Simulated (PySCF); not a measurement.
Gas-phase reaction: O2 + 4 C4H10 (n-butane) ⇌ CO2 + 5 C3H8

Method: PySCF energies plus ideal-gas RRHO corrections (1 bar). The comparison is the NASA 1993 polynomial table, which mixes measured and estimated data. S°(298 K) at PBE0/def2-TZVP differs from the NASA 1993 table for C4H10 (n-butane) (-9 J/mol/K); whether the harmonic model or the table's entry is off was not settled. † marks an energy on the PBE0/def2-TZVP geometry and frequencies; other levels use their own. CCSD(T) freezes the core. 6-31G* has spherical d functions here. Open shells (unrestricted): O2 (multiplicity 3); the rest are closed-shell singlets. B3LYP is the form with VWN-RPA correlation. CCSD(T) isn't extrapolated to the basis-set limit. The harmonic model lacks anharmonicity and excited electronic states, which grow with temperature; levels with a mode under 35 cm⁻¹ are left out. Internal rotation in C4H10 (n-butane), C3H8 is treated as a harmonic vibration of one conformer, which makes the entropy rough.

```json
[
 {"level": "table", "ΔH°(298 K), kJ": "-413.8", "minus table": "-", "ΔG°(2000 K), kJ": "-617.3"},
 {"level": "B3LYP/def2-TZVP†", "ΔH°(298 K), kJ": "-425.6", "minus table": "-11.8", "ΔG°(2000 K), kJ": "-699.7"},
 {"level": "BLYP/def2-TZVP†", "ΔH°(298 K), kJ": "-438.9", "minus table": "-25.1", "ΔG°(2000 K), kJ": "-713.0"},
 {"level": "CCSD(T)/def2-SVP†", "ΔH°(298 K), kJ": "-405.0", "minus table": "8.8", "ΔG°(2000 K), kJ": "-679.1"},
 {"level": "HF/6-31G*", "ΔH°(298 K), kJ": "-381.9", "minus table": "31.9", "ΔG°(2000 K), kJ": "-664.5"},
 {"level": "HF/def2-TZVP†", "ΔH°(298 K), kJ": "-392.1", "minus table": "21.7", "ΔG°(2000 K), kJ": "-666.2"},
 {"level": "PBE/def2-SVP", "ΔH°(298 K), kJ": "-389.4", "minus table": "24.4", "ΔG°(2000 K), kJ": "-666.6"},
 {"level": "PBE0/def2-TZVP", "ΔH°(298 K), kJ": "-389.9", "minus table": "23.9", "ΔG°(2000 K), kJ": "-664.0"},
 {"level": "ωB97M-V/def2-TZVP†", "ΔH°(298 K), kJ": "-403.8", "minus table": "10.0", "ΔG°(2000 K), kJ": "-677.9"}
]
```
